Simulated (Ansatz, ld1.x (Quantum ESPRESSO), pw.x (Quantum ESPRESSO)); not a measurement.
**Equation-of-state test of one TM potential (hydrogen (H))**

```
Element                 : hydrogen
Generator               : ld1.x (Quantum ESPRESSO) 7.5
Type                    : norm-conserving Troullier–Martins (Kleinman–Bylander form)
Functional              : PBEsol
Relativity              : scalar-relativistic
Frozen core             : none
Valence charge          : 1
Reference configuration : 1s1
Partial waves           : 2p channel at -0.05 Ry: rc 1.18 bohr; 1s (bound): rc 1.30 bohr
Local potential         : the s channel
Core correction         : none
```

Crystal test: fcc H in pw.x 7.5, no spin, 18³ k-points, Fermi–Dirac smearing 0.01 Ry, cutoffs 45/180 Ry. The reference is all-electron LAPW (Ansatz 0.2.0) with the same functional, mesh and smearing; V0 and B0 come from Birch–Murnaghan fits to the pressures at five volumes. Errors are pseudo minus all-electron; Δ is the rms difference of the E(V) curves that follow from these fits, minima aligned, over ±6 % about the mean V0. Mesh and smearing are coarse, so the numbers serve the comparison and aren't converged zero-temperature values; the lattice is a test structure that the element need not adopt.

All-electron: a0 = 2.267 Å (V0 = 2.91 Å³/atom), B0 = 114.1 GPa.

How far does the potential miss the all-electron equation of state?

mean pressure error (GPa): +0.71; a0 (Å): 2.272; a0 error (%): +0.21; B0 error (%): -0.1; Δ (meV/atom): 0.4.

```tsv
V (Å³/atom)	P all-electron (GPa)	P pseudo (GPa)
2.771	6.23	7.07
2.844	2.90	3.66
2.917	-0.10	0.60
2.990	-2.80	-2.15
3.063	-5.23	-4.62
```

At the middle volume, how do free energy and pressure move when the wave cutoff is lowered (ecutrho kept at four times it)?

```json
{"cutoff (Ry)": "20", "shift of F (meV/atom)": "+115.4", "shift of P (GPa)": "-11.45"}
{"cutoff (Ry)": "27", "shift of F (meV/atom)": "+29.6", "shift of P (GPa)": "-4.72"}
{"cutoff (Ry)": "36", "shift of F (meV/atom)": "+3.2", "shift of P (GPa)": "-1.05"}
```

The run at the middle volume (195 k-points, 3 iterations) took about 1.1 s on one core of a shared host (Neoverse-V1, 64 threads, 495 GiB, load 44).
